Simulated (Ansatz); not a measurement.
System: O2, net charge -1, doublet state. 
Geometry from a B3LYP-D3(BJ)/def2-TZVP (Ansatz, a quantum-chemistry and plane-wave program) optimisation:
```xyz
2

O      0.0000     0.0000    -0.6737
O      0.0000     0.0000     0.6737
```
Charge -1, spin multiplicity 2.

Task: Give the harmonic wavenumbers at B3LYP-D3(BJ)/def2-TZVP (Ansatz, finite differences of forces, unscaled).

Result: 1181 cm⁻¹. Zero-point energy 1.7 kcal/mol.

Task: From these and the geometry, give the ideal-gas thermochemistry at 298.15 K and 1 atm (rigid rotor, harmonic oscillator).

Result: Point group D∞h, rotational symmetry number 2. Rotational constants 34.8, 34.8 GHz. S(trans) 36.32, S(rot) 10.91, S(vib) 0.04, S(elec, spin only) 1.38, S 48.7 cal/(mol K). H(298) - H(0) 2.09 kcal/mol; G - E(el) -10.7 kcal/mol.
